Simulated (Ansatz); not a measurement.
Start from `COC(=N)O` and change one atom or group to get `N=C(O)CS`.

Ansatz, PBE0-D4/def2-TZVP geometries, multiplicity 1. Each molecule was computed in one conformer, which needn't be the lowest.

| property | `COC(=N)O` |
| --- | --- |
| size of the dipole moment (PBE/def2-TZVPP) / D | 1.89 |
| LUMO energy (B3LYP/def2-TZVPP) / eV | 0.67 |
| size of the dipole moment (ωB97M-V/def2-TZVPP) / D | 2.02 |
| LUMO energy (ωB97M-V/def2-TZVPP) / eV | 2.47 |
| size of the dipole moment (B3LYP/def2-TZVPP) / D | 2.01 |
| HOMO–LUMO gap (ωB97M-V/def2-TZVPP) / eV | 12.57 |

(1) Give the same properties after the change, and the shifts. (An estimate is asked.)

Results:

(1) Ansatz gave: 
```json
{"property": "size of the dipole moment (PBE/def2-TZVPP) / D", "`N=C(O)CS`": "1.26", "shift": "-0.63"}
{"property": "LUMO energy (B3LYP/def2-TZVPP) / eV", "`N=C(O)CS`": "-0.17", "shift": "-0.84"}
{"property": "size of the dipole moment (ωB97M-V/def2-TZVPP) / D", "`N=C(O)CS`": "1.27", "shift": "-0.75"}
{"property": "LUMO energy (ωB97M-V/def2-TZVPP) / eV", "`N=C(O)CS`": "1.87", "shift": "-0.60"}
{"property": "size of the dipole moment (B3LYP/def2-TZVPP) / D", "`N=C(O)CS`": "1.26", "shift": "-0.75"}
{"property": "HOMO–LUMO gap (ωB97M-V/def2-TZVPP) / eV", "`N=C(O)CS`": "11.55", "shift": "-1.02"}
```

With PBE0 the HOMO rises by 0.31 eV and the LUMO falls by 0.90 eV, so the gap narrows by about 1.21 eV. PBE moves the HOMO by 0.18 eV and ωB97M-V by 0.40 eV. Dipoles are sizes alone; their direction can turn.

B3LYP here is the variant with VWN-RPA as its local correlation; programs differ in this.
